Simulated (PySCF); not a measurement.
**One shape, several levels: HNO2 (nitrous acid)**

Aim: a comparison of 6 runs (PBE/STO-3G, PBE0/STO-3G, SVWN5/STO-3G, UMP2/STO-3G, CCSDTQ/STO-3G, UCCSD(T)/STO-3G) of HNO2 (nitrous acid). Input form: a Python script.

The results are computed with PySCF 2.14.0.

### 1 The structure to begin with

The species is HNO2 (4 atoms), meant as a singlet with charge 0. SMILES: `O=NO`. The O3–H4 distance was set to 2.708 Å, away from the relaxed value. At this shape a bond of the SMILES string is far longer than usual.

Bond lengths: O1–N2 1.162 Å, N2–O3 1.397 Å. Angles: O1–N2–O3 111.2°.

### 2 A single-point energy at PBE/STO-3G (run 1)

Contents of calc.py:

```python
from pyscf import gto, dft

mol = gto.M(
    atom='O 0.428932 0.942101 2.930056; N 0.335432 0.475471 1.870166; O -0.347368 1.329531 1.000146; H -0.371140 -0.062490 -1.321980',
    verbose=3,
    basis='sto-3g',
    max_memory=1860,
    spin=0,
)

mf = dft.RKS(mol, xc='pbe')
mf.grids.level = 5
mf.conv_tol = 1e-10
mf.kernel()
if not mf.converged:
    mf = mf.newton().run(mf.mo_coeff, mf.mo_occ)

e_final = mf.e_tot
print('E(%s) = %.9f' % ('PBE', e_final))
```

Command:

```sh
$ OMP_NUM_THREADS=1 python calc.py
```

The log of the run:

```text
SCF not converged.
SCF energy = -202.128299016907
converged SCF energy = -202.468413441151
E(PBE) = -202.468413441
```

Run time: 15 s. Hardware: 1 thread of Arm Neoverse V1, shared host; peak memory 0.22 GiB.

### 3 A single-point energy at PBE0/STO-3G (run 2)

Contents of calc.py:

```python
from pyscf import gto, dft

molecule = gto.M(
    atom='''
O      0.810564     1.780313     5.537003
N      0.633875     0.898510     3.534102
O     -0.656430     2.512449     1.890002
H     -0.701353    -0.118089    -2.498180
''',
    basis='sto-3g',
    verbose=3,
    unit='bohr',
    max_memory=1860,
    spin=0,
)

calc0 = dft.RKS(molecule)
calc0.xc = 'pbe0'
calc0.conv_tol = 1e-10
calc0.grids.level = 5
calc0.kernel()
if not calc0.converged:
    calc0 = calc0.newton().run(calc0.mo_coeff, calc0.mo_occ)

etot = calc0.e_tot
print(f'total energy: {etot:.8f} hartree')
```

Command:

```sh
$ OMP_NUM_THREADS=1 python calc.py
```

The log of the run:

```text
converged SCF energy = -202.427660567549
total energy: -202.42766057 hartree
```

Wall time 5.4 s (1 thread of Arm Neoverse V1, shared host); peak memory 0.18 GiB.

Runs 3 to 4 aren't shown in full; the table further down has their settings and results.

### 4 The energy at CCSDTQ/STO-3G (run 5)

Contents of geometry.xyz:

```xyz
4

O      0.428932     0.942101     2.930056
N      0.335432     0.475471     1.870166
O     -0.347368     1.329531     1.000146
H     -0.371140    -0.062490    -1.321980
```

Contents of input.py:

```python
from pyscf import gto, cc

molecule = gto.M(
    atom='geometry.xyz',
    charge=0,
    max_memory=1860,
    verbose=3,
    basis='sto-3g',
)

hf = molecule.RHF()
hf.conv_tol = 1e-10
hf.kernel()
if not hf.converged:
    hf = hf.newton().run(hf.mo_coeff, hf.mo_occ)

mycc = cc.CCSDTQ(hf, frozen=3)
mycc.kernel()
etot = mycc.e_tot
print('E = %.10f Eh' % etot)
```

Command:

```sh
$ OMP_NUM_THREADS=1 python input.py
```

The log of the run:

```text
converged SCF energy = -201.511434771873
_make_eris_incore_RCCSDTQ
RCCSDTQ converged
E(RCCSDTQ) = -201.9596368192409   E_corr = -0.448202047367703
E_corr(same-spin) = -0.0346178923722394
E_corr(oppo-spin) = -0.413584154995464
E = -201.9596368192 Eh
```

It took 49 s on 1 thread of Arm Neoverse V1, shared host; peak memory 0.14 GiB.

### 5 A single-point energy at UCCSD(T)/STO-3G (run 6)

geometry.xyz is that of step 4.

Contents of input.py:

```python
from pyscf import gto, cc

mol = gto.Mole()
mol.atom = 'geometry.xyz'
mol.max_memory = 1860
mol.verbose = 3
mol.spin = 0
mol.basis = 'sto-3g'
mol.charge = 0
mol.build()

mf = mol.UHF()
mf.conv_tol = 1e-10
mf.kernel()
if not mf.converged:
    mf = mf.newton().run(mf.mo_coeff, mf.mo_occ)
for _ in range(3):
    mo, _, stable, _ = mf.stability(return_status=True)
    if stable:
        break
    mf.kernel(mf.make_rdm1(mo, mf.mo_occ))

mycc = cc.CCSD(mf, frozen=3)
mycc.kernel()
e_t = mycc.ccsd_t()
etot = mycc.e_tot + e_t
print('Final energy', etot)
```

Command:

```sh
$ OMP_NUM_THREADS=1 python input.py
```

The log of the run:

```text
SCF not converged.
SCF energy = -201.511434774782 after 50 cycles  <S^2> = 2.5686059e-06  2S+1 = 1.0000051
converged SCF energy = -201.511434771857  <S^2> = 1.3640644e-10  2S+1 = 1
<class 'pyscf.soscf.newton_ah.SecondOrderUHF'> wavefunction has an internal instability

WARN: Newton solver expects mo_coeff with mo_occ as initial guess but mo_occ is not found in the arguments.
      The given argument is treated as density matrix.

converged SCF energy = -201.786850668973  <S^2> = 1.2657168  2S+1 = 2.462289
<class 'pyscf.soscf.newton_ah.SecondOrderUHF'> wavefunction is stable in the internal stability analysis
E(UCCSD) = -201.9482465073862  E_corr = -0.1613958384131757
UCCSD(T) correction = -0.0064541112646608
Final energy -201.9547006186509
```

It took 1.6 s on 1 thread of Arm Neoverse V1, shared host; peak memory 0.12 GiB.

### 6 All runs side by side

```csv
run,level,integration grid,frozen core orbitals,energy (Eh),dipole moment (D) of the reference,HOMO energy (eV),LUMO energy (eV),wall time
1,PBE/STO-3G,5,–,-202.468413,0.28,-3.11,-3.08,15 s
2,PBE0/STO-3G,5,–,-202.427661,0.83,-4.20,-2.73,5.4 s
3,SVWN5/STO-3G,5,–,-201.129264,0.61,-2.91,-2.89,11 s
4,UMP2/STO-3G,–,3,-201.898376,0.30,-9.66,6.42,1.1 s
5,CCSDTQ/STO-3G,–,3,-201.959637,1.63,-6.07,-0.05,49 s
6,UCCSD(T)/STO-3G,–,3,-201.954701,0.30,-9.66,6.42,1.6 s
```

### 7 Results

| quantity | value |
| --- | --- |
| run 6: total energy | -201.95470 Eh |
| run 6: dipole moment (Hartree–Fock density) | 0.30 D |
| run 6: HOMO energy (Hartree–Fock orbitals) | -9.66 eV |
| run 6: LUMO energy (Hartree–Fock orbitals) | 6.42 eV |
| run 6: HOMO–LUMO gap (Hartree–Fock orbitals) | 16.08 eV |
| run 6: correlation energy (3 core orbitals frozen) | -167.8 mEh |
| run 6: (T) correction | -6.45 mEh |
| run 6: ⟨S²⟩ of the reference determinant | 1.266 |
| run 6: T1 diagnostic | 0.059 |

Over runs 1, 2, 3 the dipole moment (its size) runs from 0.28 D (PBE/STO-3G) to 0.83 D (PBE0/STO-3G). Over runs 1, 2, 3 the HOMO–LUMO gap runs from 0.02 eV (SVWN5/STO-3G) to 1.47 eV (PBE0/STO-3G). Totals of different functionals can't be ranked against each other. In runs 1, 2, 3, 4, 5, 6 the basis is minimal, so the values are rough. In runs 1, 2, 3 a closed-shell determinant meets a far-stretched bond, which it describes badly. Spin contamination of the reference: run 6 ⟨S²⟩ = 1.27, run 4 ⟨S²⟩ = 1.27. Where it is this large, the reference is a mixture of spin states, and values that rest on it are in doubt. All runs together took 83 s, the longest 49 s.
